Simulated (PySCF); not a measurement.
Gas-phase reaction: SiF3 + 3 F + Si2H6 ⇌ 3 SiH2F2

Energies from PySCF, thermal terms from the rigid-rotor harmonic-oscillator model, ideal gas at 1 bar. † marks an energy on the PBE0/def2-TZVP geometry and frequencies; other levels use their own. CCSD(T) freezes the core. 6-31G* has spherical d functions here. Open shells (unrestricted): SiF3 (multiplicity 2), F (multiplicity 2, electronic degeneracy 6); the rest are closed-shell singlets. Spin-orbit splitting is ignored; it lowers the true energy and changes the entropy of F. B3LYP is the form with VWN-RPA correlation. CCSD(T) isn't extrapolated to the basis-set limit; its ΔH°(298 K) is -1481.9 kJ in def2-SVP and -1593.2 kJ in def2-TZVPP. The harmonic model lacks anharmonicity and excited electronic states, which grow with temperature; levels with a mode under 35 cm⁻¹ are left out. Internal rotation in Si2H6 is treated as a harmonic vibration of one conformer, which makes the entropy rough.

```json
[
 {"level": "B3LYP/6-31G*", "ΔE electronic, kJ": "-1582", "ΔH°(298 K), kJ": "-1562", "ΔS°(298 K), J/K": "-251", "ΔG°(1800 K), kJ": "-1068"},
 {"level": "B3LYP/def2-TZVP†", "ΔE electronic, kJ": "-1610", "ΔH°(298 K), kJ": "-1591", "ΔS°(298 K), J/K": "-251", "ΔG°(1800 K), kJ": "-1100"},
 {"level": "BLYP/def2-TZVP†", "ΔE electronic, kJ": "-1624", "ΔH°(298 K), kJ": "-1605", "ΔS°(298 K), J/K": "-251", "ΔG°(1800 K), kJ": "-1114"},
 {"level": "CCSD(T)/def2-SVP†", "ΔE electronic, kJ": "-1501", "ΔH°(298 K), kJ": "-1482", "ΔS°(298 K), J/K": "-251", "ΔG°(1800 K), kJ": "-991"},
 {"level": "HF/6-31G*", "ΔE electronic, kJ": "-1221", "ΔH°(298 K), kJ": "-1198", "ΔS°(298 K), J/K": "-250", "ΔG°(1800 K), kJ": "-705"},
 {"level": "M06-2X/def2-TZVP†", "ΔE electronic, kJ": "-1648", "ΔH°(298 K), kJ": "-1630", "ΔS°(298 K), J/K": "-251", "ΔG°(1800 K), kJ": "-1139"},
 {"level": "PBE/def2-SVP", "ΔE electronic, kJ": "-1587", "ΔH°(298 K), kJ": "-1569", "ΔS°(298 K), J/K": "-251", "ΔG°(1800 K), kJ": "-1079"},
 {"level": "PBE0/def2-SVP†", "ΔE electronic, kJ": "-1520", "ΔH°(298 K), kJ": "-1501", "ΔS°(298 K), J/K": "-251", "ΔG°(1800 K), kJ": "-1010"},
 {"level": "PBE0/def2-TZVP", "ΔE electronic, kJ": "-1573", "ΔH°(298 K), kJ": "-1554", "ΔS°(298 K), J/K": "-251", "ΔG°(1800 K), kJ": "-1064"},
 {"level": "r2SCAN/def2-TZVP†", "ΔE electronic, kJ": "-1607", "ΔH°(298 K), kJ": "-1588", "ΔS°(298 K), J/K": "-251", "ΔG°(1800 K), kJ": "-1098"},
 {"level": "ωB97M-V/def2-TZVP†", "ΔE electronic, kJ": "-1641", "ΔH°(298 K), kJ": "-1623", "ΔS°(298 K), J/K": "-251", "ΔG°(1800 K), kJ": "-1132"}
]
```
ΔH° is lowest at M06-2X/def2-TZVP† and highest at HF/6-31G*. No reference value is set beside these.
